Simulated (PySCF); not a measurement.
# [NH4]+ (ammonium): B2PLYP/STO-3G

Aim: the energy change on altering one bond length of [NH4]+ (ammonium) at B2PLYP/STO-3G, from 2 runs. 

Program for the calculation: PySCF 2.14.0.

16 further runs of the same task are left out: 4 that didn't finish, 12 set aside as unsound or not needed.

### 1 The structure to begin with

The species is [NH4]+ (5 atoms), meant as a singlet with charge +1. SMILES: `[NH4+]`. The coordinates come from a GFN2-xTB relaxation.

Bond lengths: N1–H2 1.030 Å, N1–H3 1.029 Å, N1–H4 1.030 Å, N1–H5 1.030 Å. Angles: H2–N1–H3 109.5°, H2–N1–H4 109.4°, H2–N1–H5 109.5°, H3–N1–H4 109.5°, H3–N1–H5 109.4°, H4–N1–H5 109.5°.

### 2 A single-point energy at B2PLYP/STO-3G

Input file run.py:

```python
# [NH4+]
from pyscf import gto, dft, mp

mol = gto.M(
    atom='''
N      0.000151     0.000094    -0.000019
H      0.861469    -0.851737     1.522458
H     -1.847963     0.411091     0.447015
H      0.045505    -1.204417    -1.527314
H      0.940857     1.644969    -0.442139
''',
    basis='sto-3g',
    max_memory=1860,
    verbose=3,
    unit='bohr',
    charge=1,
)

calc0 = dft.RKS(mol)
calc0.xc = '0.53*HF + 0.47*B88, 0.73*LYP'
calc0.grids.level = 5
calc0.conv_tol = 1e-10
calc0.kernel()
if not calc0.converged:
    calc0 = calc0.newton().run(calc0.mo_coeff, calc0.mo_occ)

pt = mp.MP2(calc0, frozen=1).run()
e_tot = calc0.e_tot + 0.27 * pt.e_corr
print('PT2 part  %.8f' % (0.27 * pt.e_corr))
print('Final energy', e_tot)
```

Run with:

```console
$ OMP_NUM_THREADS=1 python run.py
```

What it wrote:

```text
converged SCF energy = -56.0875858294364
E(RMP2) = -56.1635888734143  E_corr = -0.0760030439778301
E(SCS-RMP2) = -56.1729321368397  E_corr = -0.0853463074033146
PT2 part  -0.02052082
Final energy -56.10810665131045
```

Run time: 1.3 s. Hardware: 1 thread of Arm Neoverse V2, shared host; peak memory 0.16 GiB.

### 3 The distorted shape

Input file calc.py:

```python
from pyscf import gto, dft, mp

mol = gto.M(
    atom='''
N   -0.019121   0.509992   0.646586
H    0.436669   0.059222   1.452246
H   -0.997101   0.727482   0.883146
H    0.024080  -0.637350  -0.808220
H    0.478679   1.380422   0.412626
''',
    max_memory=1860,
    basis='sto-3g',
    charge=1,
    verbose=3,
)

calc0 = dft.RKS(mol)
calc0.xc = '0.53*HF + 0.47*B88, 0.73*LYP'
calc0.conv_tol = 1e-10
calc0.grids.level = 5
calc0.kernel()
if not calc0.converged:
    calc0 = calc0.newton().run(calc0.mo_coeff, calc0.mo_occ)

pt = mp.MP2(calc0, frozen=1).run()
e_tot = calc0.e_tot + 0.27 * pt.e_corr
print('PT2 part  %.8f' % (0.27 * pt.e_corr))
print('E = %.10f Eh' % e_tot)
```

Run with:

```console
$ OMP_NUM_THREADS=1 python calc.py
```

What it wrote:

```text
converged SCF energy = -55.9108998801353
E(RMP2) = -56.0344002652819  E_corr = -0.123500385146518
E(SCS-RMP2) = -56.0493400625458  E_corr = -0.13844018241045
PT2 part  -0.03334510
E = -55.9442449841 Eh
```

Wall time 1.4 s (1 thread of Arm Neoverse V2, shared host); peak memory 0.15 GiB.

### 4 Outcome

Level: B2PLYP/STO-3G, 1 core orbital frozen.

| quantity | value |
| --- | --- |
| first shape: total energy | -56.10811 Eh |
| first shape: HOMO energy (SCF part's orbitals) | -24.61 eV |
| first shape: LUMO energy (SCF part's orbitals) | 2.34 eV |
| first shape: HOMO–LUMO gap (SCF part's orbitals) | 26.95 eV |
| distorted shape: total energy | -55.94424 Eh |
| distorted shape: HOMO energy (SCF part's orbitals) | -18.29 eV |
| distorted shape: LUMO energy (SCF part's orbitals) | -7.88 eV |
| distorted shape: HOMO–LUMO gap (SCF part's orbitals) | 10.40 eV |
| energy change with the N1–H4 bond stretched from 1.030 to 1.853 Å | 4.459 eV |

**Reading.** With the N1–H4 bond stretched from 1.030 to 1.853 Å the energy rises by 4.46 eV (430 kJ/mol). The first shape isn't relaxed at this level, so the change isn't measured from a minimum. The minimal basis adds a large error of its own. Mulliken charges (first shape) run from -0.44 on N1 to +0.36 on H2. Mulliken charges (distorted shape) run from -0.36 on N1 to +0.42 on H4.
